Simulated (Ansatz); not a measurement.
hcp Hf, treated with r²SCAN+rVV10 in Ansatz (PAW).

Settings: plane-wave cutoff 560 eV, 18×18×12 k mesh (along the axes of the cell as run), Fermi–Dirac smearing 0.05 eV, scalar-relativistic PAW data made under PBE.

Energies at three volumes about the minimum:

| V (Å³/atom) | E − E_lowest (meV/atom) |
|---|---|
| 21.646 | 3.20 |
| 22.088 | 0.00 |
| 22.530 | 3.00 |

Q: Fit a parabola by hand: where is the minimum, and what is the bulk modulus?

A: Slopes: (0.00 − 3.20)/(22.088 − 21.646) = -7.240 and (3.00 − 0.00)/(22.530 − 22.088) = 6.787 meV/Å³. Curvature E″ = 2 × (6.787 − (-7.240))/(22.530 − 21.646) = 31.735 meV/Å⁶. From the middle of the first interval, the slope vanishes at V0 = 21.8670 − (-7.240)/31.735 = 22.095 Å³/atom. B = V0 E″ = 22.095 × 31.735 meV/Å³ × 0.1602 GPa per meV/Å³ = 112 GPa. The full Birch–Murnaghan fit to all volumes gives V0 = 22.089 Å³/atom and B0 = 112 GPa.

Shape and atoms are relaxed at each volume.

Measured, for comparison: bulk modulus 110 GPa (zero-point energy and finite temperature contributions removed; as tabulated in doi:10.1021/acs.jctc.3c00612). Computed (rounded) less measured: bulk modulus +2 %.

Note: the bulk modulus comes from volumes at which shape and atoms were relaxed.

Ansatz is a first-principles code.
